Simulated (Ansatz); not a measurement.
Geometry optimisation, RKS B3LYP/def2-SVPD (Ansatz).

Input:

```yaml
crystal:
  periodic: [false, false, false]
  atoms:
    - { symbol: B, position_ang: [0.0, 0.0, 0.0] }
    - { symbol: H, position_ang: [0.685, 0.0, 1.2095] }
    - { symbol: "N", position_ang: [1.7396, 0.0, 0.1903] }
    - { symbol: H, position_ang: [2.2062, -0.9179, -0.0615] }
    - { symbol: H, position_ang: [2.191, 0.9179, -0.0879] }
    - { symbol: H, position_ang: [-1.0305, 0.0, -0.595] }
basis:
  gaussian: { orbitals: def2-SVPD }
hamiltonian:
  xc: b3lyp
relax:
  f_tol: 0.15
  max_steps: 25
  restrain:
    - { distance: [1, 2], at: 2.26, k: 30.0 }
    - { distance: [0, 1], at: 1.19, k: 30.0 }
    - { distance: [0, 2], at: 1.55, k: 30.0 }
```

Run as:

```bash
$ ansatz run input.yaml --threads 1 --pin off --max-ram 2048MiB --backend cpu --events-out ev --progress --plain --runs-dir out
```

Task: Where does it end, and by what steps?

Result: It converged. The restraints hold the end off the free minimum; the threshold counts their pulls, which the force column leaves out. Restrained pairs: H2–N3 (1.47 → 2.27 Å), B1–H2 (1.39 → 1.19 Å), B1–N3 (1.75 → 1.46 Å). After 12 steps the energy has fallen by 5.604 eV (the restraints' own energy left out); H2 moved furthest, 0.98 Å.

| step | energy less start (eV) | largest force component (eV/Å) | accepted |
| --- | --- | --- | --- |
| 0 | 0.0000 | 4.650 | yes |
| 1 | -1.4903 | 3.747 | yes |
| 2 | -2.7709 | 3.926 | yes |
| 3 | -3.7986 | 2.037 | yes |
| 4 | -4.2281 | 2.163 | yes |
| 5 | -4.3804 | 1.082 | yes |
| 6 | -4.5994 | 1.911 | yes |
| 7 | -4.9457 | 2.237 | yes |
| 8 | -5.2448 | 2.334 | yes |
| 9 | -5.6010 | 2.223 | yes |
| 10 | -5.5755 | 3.730 | yes |
| 11 | -5.6132 | 2.427 | yes |
| 12 | -5.6036 | 2.584 | yes |

```xyz
6
Properties=species:S:1:pos:R:3
B 0.259 -0.035 0.287
H -0.015 -0.681 1.251
N 1.676 0.039 -0.075
H 2.398 -0.428 0.456
H 2.015 0.559 -0.873
H -0.542 0.546 -0.391
```

The run took 8.8 s on 1 thread of Intel(R) Xeon(R) 6975P-C (Granite Rapids) (shared host), peak memory 0.13 GiB.
